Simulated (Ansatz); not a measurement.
# I (I, solid I2 (Cmce)): the cost of one run

Method: DFT r²SCAN, plane waves with PAW, scalar-relativistic, in Ansatz 0.2.0.

1 further run of the same task is left out (set aside as unsound or not needed).

## (1) The starting structure

The structure is orthorhombic, space group Cmce (No. 64). The conventional cell has a = 7.740 Å, b = 4.625 Å, c = 9.889 Å, α = 90.00°, β = 90.00°, γ = 90.00°. Around I (site symmetry m) lie 1 I at 2.77 Å.

As a file:

```cif
data_structure
_symmetry_space_group_name_H-M 'Cmce'
_symmetry_Int_Tables_number 64
_cell_length_a 7.7401
_cell_length_b 4.6252
_cell_length_c 9.8887
_cell_angle_alpha 90.000
_cell_angle_beta 90.000
_cell_angle_gamma 90.000
_cell_volume 354.01
loop_
_atom_site_label
_atom_site_type_symbol
_atom_site_symmetry_multiplicity
_atom_site_Wyckoff_symbol
_atom_site_fract_x
_atom_site_fract_y
_atom_site_fract_z
_atom_site_occupancy
I1 I 8 f 0.50000 0.65427 0.12003 1
```

## (2) Run at 0.01 eV

The run at 0.01 eV.

The input, input.yaml:

```yaml
crystal:
  lattice:
    - [3.8700618714, -2.3126027455, 0.0]
    - [3.8700618714, 2.3126027455, 0.0]
    - [0.0, 0.0, 9.8887364343]
  atoms:
    - { symbol: I, position: [0.8457316503, 0.1542683497, 0.1200270611] }
    - { symbol: I, position: [0.6542683497, 0.3457316503, 0.6200270611] }
    - { symbol: I, position: [0.1542683497, 0.8457316503, 0.8799729389] }
    - { symbol: I, position: [0.3457316503, 0.6542683497, 0.3799729389] }
hamiltonian:
  xc: r2scan
  pseudopotentials:
    kind: paw
    azcp:
      I: "pseudopotentials/I.paw.azcp"
basis:
  ecutwfc: 500
  fft_grid_basis: typed
kpoints:
  mp_grid: { grid: [8, 8, 4], shift: [0, 0, 0] }
magnetization:
  spin_polarized: false
scf:
  occupations: { method: cold, width: 0.01 }
  lower_state_search: "off"
output:
  stress: true
  write_density: true
  write_potential: true
  elf: true
  volumetric_format: npy
```

Started as:

```
$ ansatz run input.yaml --threads 2 --pin off --max-ram 5120MiB --backend cpu --events-out ev --progress --plain --runs-dir out
```

Q: Estimate wall time and peak memory on 2 threads of Intel Xeon Platinum 8375C at 2.90GHz (Ice Lake), shared host.

About 21 s, with a peak of 1.1 GiB.
